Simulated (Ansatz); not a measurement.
Results of r²SCANh in Ansatz (plane waves, PAW) for α-phase Ga.

Run with plane-wave cutoff 520 eV, 8×8×6 k mesh (along the axes of the cell as run), Fermi–Dirac smearing 0.05 eV, scalar-relativistic PAW data made under PBE.

Computed at the level's own relaxed cell.

### Question
Give the computed lattice constant a, lattice parameter b and lattice parameter c.

### Answer

- lattice constant a: 4.413 Å
- lattice parameter b: 7.602 Å
- lattice parameter c: 4.546 Å

Computed values are for the static lattice.

Computing time: around 3 core-hours (rough).

Ansatz is an electronic-structure program.
